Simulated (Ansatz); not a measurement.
Geometry optimisation, RKS PBE/cc-pVDZ in Ansatz 0.2.0.

input.yaml

```yaml
crystal:
  periodic: [false, false, false]
  atoms:
    - { symbol: C, position_ang: [-0.3983, 0.342, -0.1779] }
    - { symbol: Si, position_ang: [0.2782, -0.6354, 1.1618] }
    - { symbol: Cl, position_ang: [1.9015, -1.6113, 0.432] }
    - { symbol: H, position_ang: [0.3418, 1.1401, -0.5624] }
    - { symbol: H, position_ang: [-1.3315, 0.9189, 0.1402] }
    - { symbol: H, position_ang: [-0.7496, -0.2183, -1.0399] }
basis:
  gaussian: { orbitals: cc-pVDZ }
hamiltonian:
  xc: pbe
relax:
  f_tol: 0.015
  max_steps: 40
output:
  orbitals: {}
```

Launched with:

```bash
$ ansatz run input.yaml --threads 1 --pin off --max-ram 2048MiB --backend cpu --events-out ev --progress --plain --runs-dir out
```

Problem. Where does it end, and by what steps?

Solution. It converged. After 6 steps the energy has fallen by 0.384 eV; Si2 moved furthest, 0.15 Å.

| step | energy less start (eV) | largest force component (eV/Å) | accepted |
| --- | --- | --- | --- |
| 0 | 0.0000 | 3.197 | yes |
| 1 | -0.3133 | 1.368 | yes |
| 2 | -0.3731 | 0.337 | yes |
| 3 | -0.3816 | 0.113 | yes |
| 4 | -0.3836 | 0.029 | yes |
| 5 | -0.3838 | 0.019 | yes |
| 6 | -0.3838 | 0.013 | yes |

```xyz
6
Properties=species:S:1:pos:R:3
C -0.429 0.383 -0.181
Si 0.235 -0.639 1.304
Cl 1.890 -1.577 0.309
H 0.352 1.092 -0.537
H -1.336 0.959 0.099
H -0.670 -0.282 -1.040
```

The run took 13 s on 1 thread of Arm Neoverse V1, on a shared host, peak memory 0.13 GiB.
